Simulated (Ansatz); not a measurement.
`C#CC(=C)SC` and `C#CC(=C)C` differ in one atom or group.

Ansatz, PBE0-D4/def2-TZVP geometries, multiplicity 1. Each molecule was computed in one conformer, which needn't be the lowest.

| property | `C#CC(=C)SC` |
| --- | --- |
| HOMO energy (PBE/def2-TZVPP) / eV | -5.30 |
| HOMO energy (PBE0/def2-TZVPP) / eV | -6.38 |
| ideal-gas entropy at 298 K and 1 bar (rigid rotor, harmonic PBE0-D4/def2-TZVP) / J/(mol·K) | 353 |
| size of the dipole moment (B3LYP/def2-TZVPP) / D | 1.26 |
| size of the dipole moment (PBE/def2-TZVPP) / D | 1.28 |
| zero-point energy (PBE0-D4/def2-TZVP) / kJ/mol | 237.5 |

Problem. Give the same properties after the change, and the shifts. (Estimate.)

Solution. Ansatz gave: 
| property | `C#CC(=C)C` | shift |
| --- | --- | --- |
| HOMO energy (PBE/def2-TZVPP) / eV | -5.96 | -0.66 |
| HOMO energy (PBE0/def2-TZVPP) / eV | -7.00 | -0.62 |
| ideal-gas entropy at 298 K and 1 bar (rigid rotor, harmonic PBE0-D4/def2-TZVP) / J/(mol·K) | 309 | -44 |
| size of the dipole moment (B3LYP/def2-TZVPP) / D | 0.54 | -0.72 |
| size of the dipole moment (PBE/def2-TZVPP) / D | 0.56 | -0.72 |
| zero-point energy (PBE0-D4/def2-TZVP) / kJ/mol | 234.9 | -2.6 |

With PBE0 the HOMO falls by 0.62 eV and the LUMO rises by 0.34 eV, so the gap widens by about 0.96 eV. PBE moves the HOMO by -0.66 eV and ωB97M-V by -0.63 eV. The zero-point energy changes by -2.6 kJ/mol with -3 modes. Dipoles are sizes alone; their direction can turn.

B3LYP here is the variant with VWN-RPA as its local correlation; programs differ in this.
